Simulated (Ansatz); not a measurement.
Results of rVV10 (Ansatz, a quantum-chemistry and plane-wave program, PAW) for pyrite RuS2.

Input file:

Ansatz 0.2 input:
```yaml
crystal:
  lattice:
    - [5.6775807551, 0.0, 0.0]
    - [0.0, 5.6775807551, 0.0]
    - [0.0, 0.0, 5.6775807551]
  atoms:
    - { symbol: Ru, position: [0.0, 0.5, 0.5] }
    - { symbol: Ru, position: [0.5, 0.0, 0.5] }
    - { symbol: Ru, position: [0.0, 0.0, 0.0] }
    - { symbol: Ru, position: [0.5, 0.5, 0.0] }
    - { symbol: S, position: [0.6132207781, 0.8867792219, 0.1132207781] }
    - { symbol: S, position: [0.1132207781, 0.6132207781, 0.8867792219] }
    - { symbol: S, position: [0.6132207781, 0.6132207781, 0.6132207781] }
    - { symbol: S, position: [0.3867792219, 0.3867792219, 0.3867792219] }
    - { symbol: S, position: [0.8867792219, 0.1132207781, 0.6132207781] }
    - { symbol: S, position: [0.8867792219, 0.3867792219, 0.1132207781] }
    - { symbol: S, position: [0.1132207781, 0.8867792219, 0.3867792219] }
    - { symbol: S, position: [0.3867792219, 0.1132207781, 0.8867792219] }
basis:
  ecutwfc: 520
  ecutrho_ratio: 4
  xc_grid: 2
kpoints:
  mp_grid: { grid: [6, 6, 6] }
hamiltonian:
  xc: { exchange: rpw86, correlation: pbe }
  dispersion: rvv10
  pseudopotentials: { kind: paw }
scf:
  occupations: { method: fermi_dirac, width: 0.01 }
output:
  forces: true
  stress: true
  eigenvalues: true
relax:
  f_tol: 0.004
  escape_saddle: false
  max_steps: 80
```

The run printed, among other lines:

```
WARN output.stress: scf.convergence.dr2_threshold = 1.6e-8 eV (the default of a walk held to its f_tol) is looser than the 1.2e-9 eV advised for a printed …
Relaxation: its limit of steps is 80 (relax.max_steps)
Crystal: 12 atoms, lattice volume = 183.016 Å³
Basis set: ecut = 520 eV, 4945 PW (Γ), exchange–correlation on 90×90×90 points (8 copies of the dense FFT grid, shifted against one another)
Bands: 68, of which v1, the nominal top of the filled ones, is band 56 counted from 1 (55 counted from 0)
Symmetry: 24 space group operations
Space group: Pa-3 (ITA 205), of the structure as read, at distance tolerance 5.7e-5 Å
k-points: 24 of 216
Functional: x = rpw86, c = pbe(β = 0.06672455060314922) + rvv10(b = 6.3, C = 0.0093)
SCF iter   1: F=—  HF=-30996.095882 eV  |F-HF|=—  |Δ(HF+E_count)|=         —  Δρ=8.18e-3  dr2=1.55e-1
SCF iter   2: F=—  HF=-30996.072500 eV  |F-HF|=—  |Δ(HF+E_count)|=   2.34e-2  Δρ=4.13e-3  dr2=4.14e-2
  ...
SCF 1 converged in 6 iterations: F = -30996.062223 eV  dr2 = 2.15e-8
Crystal: 12 atoms, lattice volume = 183.016 Å³
Initial density: handed on by an earlier stage of this run
SCF iter   5: F=-30996.062241 eV  HF=-30996.062241 eV  |F-HF|=7.28e-12  |Δ(HF+E_count)|=  9.82e-11  Δρ=9.84e-8  dr2=9.63e-12
SCF iter   6: F=-30996.062241 eV  HF=-30996.062241 eV  |F-HF|=7.28e-12  |Δ(HF+E_count)|=  7.28e-12  Δρ=1.39e-8  dr2=2.00e-13
SCF 2 converged in 6 iterations: F = -30996.062241 eV  dr2 = 2.00e-13
relax step   2: F+E_penalty+E_count = -30996.06224065 eV  Δ(F+E_penalty+E_count) = -1.729e-5 eV  max|allowed force component| = 3.643e-3 eV/Å  Δτ_max = 0.0003 Å  (6 SCF iters, accepted)
SCF converged after 6 iterations
Free energy (F): -30996.062241 eV
Internal energy: -30996.062241 eV  (E = F + TS)
E sigma→0 (E₀):  -30996.062241 eV
Fermi energy:    13.181586 eV
--- Forces (eV/Å), atoms counted from 1 ---
  atom   1  Ru     0.00000000    -0.00000000     0.00000000
  atom   2  Ru     0.00000000    -0.00000000    -0.00000000
  atom   3  Ru     0.00000000    -0.00000000     0.00000000
  atom   4  Ru     0.00000000    -0.00000000    -0.00000000
  atom   5  S     -0.00364305     0.00364305    -0.00364305
  atom   6  S     -0.00364305    -0.00364305     0.00364305
  atom   7  S     -0.00364305    -0.00364305    -0.00364305
  atom   8  S      0.00364305     0.00364305     0.00364305
  atom   9  S      0.00364305    -0.00364305    -0.00364305
  atom  10  S      0.00364305     0.00364305    -0.00364305
  atom  11  S     -0.00364305     0.00364305     0.00364305
  atom  12  S      0.00364305    -0.00364305     0.00364305
--- Stress (GPa, compression-positive) ---
        3.367529      -0.000000       0.000000
       -0.000000       3.367529       0.000000
        0.000000       0.000000       3.367529
  P = ⅓ Tr σ = 3.3675 GPa (33.675 kbar)
```

The cell is one volume of an energy–volume scan, off the minimum.

The PAW data were made under PBE.
